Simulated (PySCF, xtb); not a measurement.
HN2, SMILES N#[NH+], charge +1.

Harmonic wavenumbers (cm⁻¹) from GFN2-xTB in xtb at its own minimum, in rising order: 769, 769, 2407, 3186.

Problem. What does PBE-D3(BJ)/def2-TZVPD run with PySCF give at its own minimum? (Estimate from the structure and the level; the computed values follow.)

Solution. 694, 694, 2291, 3298. Paired by order, the mean absolute difference is 94 cm⁻¹ and the zero-point energies are 10.2 and 10.0 kcal/mol.
